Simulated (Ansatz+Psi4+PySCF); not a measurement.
Two shapes of doublet SiH₃.

Shape 1:

```xyz
4

Si    0.0000    0.0000    0.0793
H     0.0000    1.4133   -0.3701
H     1.2239   -0.7066   -0.3701
H    -1.2239   -0.7066   -0.3701
```

Shape 2:

```xyz
4

Si   -0.0226   -0.0191    0.0843
H    -0.0188    1.3987   -0.3883
H     1.2151   -0.6791   -0.3621
H    -1.2085   -0.6974   -0.3941
```

Basis set: cc-pVTZ on H; cc-pV(T+d)Z on Si (spherical functions). Correlated methods keep 5 orbitals frozen. Correlation on ROHF uses semicanonical orbitals with singles. Charge 0, multiplicity 2.

Computed with Ansatz (development build ahead of 0.2.0) and Psi4 1.11; each method stands on the lowest determinant of its kind that the runs found.

(1) Which shape is lower in energy, and by how much in each method?

Results:

(1)

```
  method  E(2) − E(1) (eV)
    ROHF             0.010
     UHF             0.011
ROHF-MP2             0.012
 UHF-MP2             0.012
```

Shape 1 is lower.
